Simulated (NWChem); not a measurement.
# hydrogen cyanide (CHN); SMILES C#N

```xyz
3

C      0.0000     0.0000    -0.4965
N      0.0000     0.0000     0.6491
H      0.0000     0.0000    -1.5651
```
Atoms are numbered in this order, from 1.

All runs: NWChem. Medium grid unless said otherwise, to which SCAN and Minnesota functionals are sensitive. Geometry: optimised at PBE0-D3(BJ)/def2-TZVP.

Question: Order these by “dipole (D)”, lowest first: LC-wPBE (HJS exchange hole, range parameter 0.4 per bohr)/def2-SVP; MPW1K/def2-SVP; PW91/def2-SVP; LDA (Slater exchange, VWN5)/def2-SVP; PW6B95/def2-SVP.

Answer: PW91/def2-SVP (2.74), LDA (Slater exchange, VWN5)/def2-SVP (2.79), PW6B95/def2-SVP (2.84), LC-wPBE (HJS exchange hole, range parameter 0.4 per bohr)/def2-SVP (2.92), MPW1K/def2-SVP (2.99)
